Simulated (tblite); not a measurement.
Problem. Write a Z-matrix for `[CH2]CS` [radical] as optimised with GFN2-xTB. (Doublet state.)

Solution. 
Z-matrix in Å and degrees, rows numbered from 1:
```
C 
C   1  1.4255
S   2  1.9419  1  108.62
H   1  1.0749  2  120.50  3   -86.16
H   1  1.0738  2  120.33  3    79.67
H   2  1.0865  1  114.81  3  -111.78
H   2  1.0860  1  115.44  3   115.80
H   3  1.3307  2   95.04  1    60.47
```

C1 (carbon bonded to C and 2 H) is almost planar (angles 120.5°, 120.3° and 117.7°, sum 358.5°, 0.08 Å off the plane of its three neighbours).

Structure optimised with GFN2-xTB, isolated species. This method treats the open shell by occupation alone, without spin polarisation.

Its GFN2-xTB frequencies are all real (lowest 202 cm⁻¹). Torsions: H–C1–C2–S3 -86° and 80°, C1–C2–S3–H 60°.

The run took 0.16 s wall on one thread, Arm Neoverse V1 (aarch64), shared host with 32 logical CPUs at a one-minute load of 24. This is the geometry optimisation.

One conformer stands for the species.

These are computed values.
